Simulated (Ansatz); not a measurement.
We consider corundum (α-Al2O3), described by PBE (plane waves, PAW; Ansatz, a quantum-chemistry and plane-wave program).

Run with plane-wave cutoff 520 eV, 8×8×8 k mesh, Fermi–Dirac smearing 0.01 eV, scalar-relativistic PAW data made under PBE.

Computed at the level's own relaxed cell.

Task: What does this level give for the band gap, equilibrium lattice constant a, volume per atom, bulk modulus B0 and lattice parameter c?

Result: 
- band gap = 5.85 eV (direct)
- equilibrium lattice constant a = 4.809 Å
- volume per atom = 8.76 Å³/atom
- bulk modulus B0 = 230 GPa
- lattice parameter c = 13.123 Å

Measured, for comparison: lattice constant a 4.759 Å, lattice parameter c 12.991 Å (temperature not stated, not corrected to a static lattice; as tabulated in Lallet et al. (2009), arXiv:0801.3594); bulk modulus 254 GPa (298 K, copied from a table, unchecked, not corrected to a static lattice, with K' = 4.34, our sources range from 239 to 254; as tabulated in BurnMan's mineral tables). Computed (rounded) less measured: lattice constant a +1.1 %, bulk modulus not scored (unchecked), lattice parameter c +1.0 %.

Note: the bulk modulus comes from volumes at which shape and atoms were relaxed.

The computed numbers hold no vibrational or temperature effects.

Cost on a shared machine: very roughly 5 core-minutes.
